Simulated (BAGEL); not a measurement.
# C2H5P (1-phosphapropene) at RI-MP2/ANO-RCC-MB (DKH2, density fitting with svp-jkfit, cc-pvtz-ri for correlation)

What is the energy difference between two shapes of C2H5P (1-phosphapropene) at RI-MP2/ANO-RCC-MB (DKH2, density fitting with svp-jkfit, cc-pvtz-ri for correlation)? 

Program for the calculation: BAGEL 1.2.2.

4 further runs of the same task are left out: 4 that didn't finish.

### Step 1. The molecule

C2H5P: 8 atoms, total charge 0, spin state singlet. SMILES: `[H]/P=C/C`. Geometry: relaxed at GFN2-xTB.

Bond lengths: C1–C2 1.488 Å, C2–P3 1.674 Å, C1–H4 1.091 Å, C1–H5 1.091 Å, C1–H6 1.088 Å, C2–H7 1.083 Å, P3–H8 1.404 Å. Angles: C1–C2–P3 123.0°, C1–C2–H7 115.4°, P3–C2–H7 121.6°, C2–C1–H4 110.3°, C2–C1–H5 110.3°, C2–C1–H6 111.3°, C2–P3–H8 96.8°, H4–C1–H5 107.2°, H4–C1–H6 108.8°, H5–C1–H6 108.8°.

### Step 2. The energy at RI-MP2/ANO-RCC-MB (DKH2, density fitting with svp-jkfit, cc-pvtz-ri for correlation)

Contents of job.json:

```json
{ "bagel": [

{
  "title": "molecule",
  "basis": "ano-rcc-mb.json",
  "df_basis": "svp-jkfit",
  "dkh": true,
  "geometry": [
    { "atom": "C", "xyz": [ -0.54580960,  1.87156586, -0.40801077 ] },
    { "atom": "C", "xyz": [  0.18632700, -0.83724316, -0.21646813 ] },
    { "atom": "P", "xyz": [  0.95085349, -2.22696665,  2.52055450 ] },
    { "atom": "H", "xyz": [ -2.44122380,  2.04547735, -1.20201699 ] },
    { "atom": "H", "xyz": [  0.73996006,  2.87225143, -1.67233203 ] },
    { "atom": "H", "xyz": [ -0.51118981,  2.78551300,  1.43337616 ] },
    { "atom": "H", "xyz": [  0.19263868, -1.87065879, -1.98207704 ] },
    { "atom": "H", "xyz": [  1.42846287, -4.63993904,  1.52695540 ] }
  ]
},
{ "title": "hf" },
{ "title": "mp2", "ncore": 7, "aux_basis": "cc-pvtz-ri" }

]}
```

The basis set ANO-RCC-MB is read from a file made from the Basis Set Exchange's data (not shown).

On the command line:

```sh
$ BAGEL_NUM_THREADS=1 BAGEL job.json > job.out
```

The program printed:

```text
* using 1 threads per process

  ===============================================================
  ===============================================================

  *** Geometry ***

  { "atom" : "C", "xyz" : [     -0.545810,      1.871566,     -0.408011 ] },
  { "atom" : "C", "xyz" : [      0.186327,     -0.837243,     -0.216468 ] },
  { "atom" : "P", "xyz" : [      0.950853,     -2.226967,      2.520554 ] },
  { "atom" : "H", "xyz" : [     -2.441224,      2.045477,     -1.202017 ] },
  { "atom" : "H", "xyz" : [      0.739960,      2.872251,     -1.672332 ] },
  { "atom" : "H", "xyz" : [     -0.511190,      2.785513,      1.433376 ] },
  { "atom" : "H", "xyz" : [      0.192639,     -1.870659,     -1.982077 ] },
  { "atom" : "H", "xyz" : [      1.428463,     -4.639939,      1.526955 ] },

  Number of auxiliary basis functions:      368

  Since a DF basis is specified, we compute 2- and 3-index integrals:
    o Being stored without compression. Storage requirement is 0.002 GB

  Number of basis functions:       24
  Number of electrons      :       32

    * METHOD: MOLECULE                             0.59

  *** RHF ***

  === Nuclear Repulsion ===
    96.5536001390

      * DIIS with orbital gradients will be used.

  === RHF iteration (ano-rcc-mb.json) ===
      0       -419.99155724          0.01104081           0.03
      1       -420.01552006          0.00692898           0.03
      2       -420.02419464          0.00092482           0.03
      3       -420.02449082          0.00012161           0.04
      4       -420.02449610          0.00003526           0.03
      5       -420.02449682          0.00001646           0.03
      6       -420.02449704          0.00000426           0.05
      7       -420.02449706          0.00000108           0.02
      8       -420.02449706          0.00000053           0.02
      9       -420.02449706          0.00000007           0.02
     10       -420.02449706          0.00000001           0.03
     11       -420.02449706          0.00000000           0.05
    * SCF iteration converged.

    * Permanent dipole moment:
           (    0.135790,    -0.128815,     0.690490) a.u.

    * METHOD: HF                                   1.43

  *** RHF ***

  === Nuclear Repulsion ===
    96.5536001390

      * DIIS with orbital gradients will be used.

  === RHF iteration (ano-rcc-mb.json) ===
      0       -420.02449706          0.00000000           0.07
    * SCF iteration converged.

    * Permanent dipole moment:
           (    0.135790,    -0.128815,     0.690490) a.u.

  === DF-MP2 calculation ===

    * freezing 7 orbitals
  Number of auxiliary basis functions:      434

  Since a DF basis is specified, we compute 2- and 3-index integrals:
    o Being stored without compression. Storage requirement is 0.002 GB

  Number of basis functions:       24
  Number of electrons      :       32

    * 3-index integral transformation done
    * assembly done

      MP2 correlation energy:   -0.1520225882      0.94

      MP2 total energy:       -420.1765196460

    * METHOD: MP2                                  1.80

  ===============================================================
```

It took 4.9 s on 1 thread of Intel Xeon at 2.50GHz (Skylake/Cascade Lake), shared host; peak memory 0.14 GiB.

### Step 3. The distorted shape at the same level

Contents of mp2.json:

```json
{ "bagel": [

{
  "title": "molecule",
  "basis": "ano-rcc-mb.json",
  "df_basis": "svp-jkfit",
  "angstrom": false,
  "dkh": true,
  "geometry": [
    { "atom": "C", "xyz": [ -0.85280694,  1.69459112, -0.45912030 ] },
    { "atom": "C", "xyz": [  0.24661682, -0.65619417, -0.19965523 ] },
    { "atom": "P", "xyz": [  1.00067234, -2.19943334,  2.81334867 ] },
    { "atom": "H", "xyz": [ -2.35563243,  2.06304614, -1.26853913 ] },
    { "atom": "H", "xyz": [  0.58447717,  2.95381201, -1.74766974 ] },
    { "atom": "H", "xyz": [ -0.43117125,  2.73750829,  1.52404522 ] },
    { "atom": "H", "xyz": [  0.12677795, -1.82581181, -2.10858476 ] },
    { "atom": "H", "xyz": [  1.38135389, -4.63492371,  1.71117157 ] }
  ]
},
{
  "title": "hf",
  "charge": 0
},
{
  "title": "mp2",
  "charge": 0,
  "ncore": 7,
  "aux_basis": "cc-pvtz-ri"
}

]}
```

The basis set ANO-RCC-MB is read from a file made from the Basis Set Exchange's data (not shown).

On the command line:

```sh
$ BAGEL_NUM_THREADS=1 BAGEL mp2.json > mp2.out
```

The program printed:

```text
* using 1 threads per process

  ===============================================================
  ===============================================================

  *** Geometry ***

  { "atom" : "C", "xyz" : [     -0.852807,      1.694591,     -0.459120 ] },
  { "atom" : "C", "xyz" : [      0.246617,     -0.656194,     -0.199655 ] },
  { "atom" : "P", "xyz" : [      1.000672,     -2.199433,      2.813349 ] },
  { "atom" : "H", "xyz" : [     -2.355632,      2.063046,     -1.268539 ] },
  { "atom" : "H", "xyz" : [      0.584477,      2.953812,     -1.747670 ] },
  { "atom" : "H", "xyz" : [     -0.431171,      2.737508,      1.524045 ] },
  { "atom" : "H", "xyz" : [      0.126778,     -1.825812,     -2.108585 ] },
  { "atom" : "H", "xyz" : [      1.381354,     -4.634924,      1.711172 ] },

  Number of auxiliary basis functions:      368

  Since a DF basis is specified, we compute 2- and 3-index integrals:
    o Being stored without compression. Storage requirement is 0.002 GB

  Number of basis functions:       24
  Number of electrons      :       32

    * METHOD: MOLECULE                             0.80

  *** RHF ***

  === Nuclear Repulsion ===
    93.8287983775

      * DIIS with orbital gradients will be used.

  === RHF iteration (ano-rcc-mb.json) ===
      0       -419.88538057          0.01416956           0.07
      1       -419.91350891          0.01122928           0.04
      2       -419.93570598          0.00110614           0.05
      3       -419.93612970          0.00021087           0.06
      4       -419.93614325          0.00006331           0.04
      5       -419.93614524          0.00003147           0.02
      6       -419.93614599          0.00001155           0.02
      7       -419.93614611          0.00000294           0.02
      8       -419.93614612          0.00000162           0.02
      9       -419.93614612          0.00000025           0.07
     10       -419.93614612          0.00000005           0.05
     11       -419.93614612          0.00000003           0.05
     12       -419.93614612          0.00000001           0.04
     13       -419.93614612          0.00000000           0.06
    * SCF iteration converged.

    * Permanent dipole moment:
           (    0.099688,    -0.328940,     0.841372) a.u.

    * METHOD: HF                                   1.96

  *** RHF ***

  === Nuclear Repulsion ===
    93.8287983775

      * DIIS with orbital gradients will be used.

  === RHF iteration (ano-rcc-mb.json) ===
      0       -419.93614612          0.00000000           0.08
    * SCF iteration converged.

    * Permanent dipole moment:
           (    0.099688,    -0.328940,     0.841372) a.u.

  === DF-MP2 calculation ===

    * freezing 7 orbitals
  Number of auxiliary basis functions:      434

  Since a DF basis is specified, we compute 2- and 3-index integrals:
    o Being stored without compression. Storage requirement is 0.002 GB

  Number of basis functions:       24
  Number of electrons      :       32

    * 3-index integral transformation done
    * assembly done

      MP2 correlation energy:   -0.1665543249      1.00

      MP2 total energy:       -420.1027004407

    * METHOD: MP2                                  1.88

  ===============================================================
```

Run time: 5.8 s. Hardware: 1 thread of Intel Xeon at 2.50GHz (Skylake/Cascade Lake), shared host; peak memory 0.14 GiB.

### Step 4. Summary of results

At RI-MP2/ANO-RCC-MB (DKH2, density fitting with svp-jkfit, cc-pvtz-ri for correlation), 7 core orbitals frozen:

| quantity | value |
| --- | --- |
| first shape: total energy | -420.17652 Eh |
| first shape: correlation energy (7 core orbitals frozen) | -152.0 mEh |
| distorted shape: total energy | -420.10270 Eh |
| distorted shape: correlation energy (7 core orbitals frozen) | -166.6 mEh |
| energy change with the atoms displaced | 2.009 eV |

With the atoms displaced the energy rises by 2.01 eV (194 kJ/mol). The first shape isn't relaxed at this level, so the change isn't measured from a minimum. The minimal basis adds a large error of its own.
